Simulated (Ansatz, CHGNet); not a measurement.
Ladder of methods for the enthalpy of formation of rock-salt TiC

Reference value: -0.956 ± 0.02 eV/atom (measured, 298 K, copied from a table, unchecked, no zero-point or thermal correction; as tabulated in Wang et al. (2021), doi:10.1038/s41598-021-94550-5).

```
level (code)           value (eV/atom)  difference (eV/atom)
---------------------  ---------------  --------------------
CHGNet 0.3.0                    -0.840                +0.116
LDA (Ansatz)                    -0.946                +0.010
PBE (Ansatz)                    -0.831                +0.125
PBE-D3(BJ) (Ansatz)             -0.903                +0.053
rVV10 (Ansatz)                  -0.796                +0.160
r²SCAN (Ansatz)                 -0.989                -0.033
r²SCAN-D4 (Ansatz)              -1.021                -0.065
r²SCAN+rVV10 (Ansatz)           -1.022                -0.066
r²SCAN0 (Ansatz)                -1.086                -0.130
```

Once the reference is moved by up to 0.030 eV/atom (a margin picked here for doubts on the reference and the settings, and for temperature and zero-point motion) and values within 0.010 eV/atom count as equal, the nearest can be LDA (+0.010 eV/atom), r²SCAN (-0.033 eV/atom) or PBE-D3(BJ) (+0.053 eV/atom). By the same margin the farthest can be rVV10 (+0.160 eV/atom) or r²SCAN0 (-0.130 eV/atom). Within 0.2 eV/atom: CHGNet 0.3.0, LDA, PBE, PBE-D3(BJ), rVV10, r²SCAN, r²SCAN-D4, r²SCAN+rVV10, r²SCAN0.

The reference isn't brought to a static lattice, while the calculations are for one, so the differences are not the levels' errors alone.  Each level is taken at its own relaxed cell. Ansatz's density-functional and Hartree–Fock values are scalar-relativistic unless marked +SOC, with PAW data made under PBE.

Machine-learned potentials (CHGNet 0.3.0) are trained on DFT data: a solid inside that data is no test of them.

Differences are worked out from the printed values.

Ansatz is a quantum-chemistry and plane-wave program.
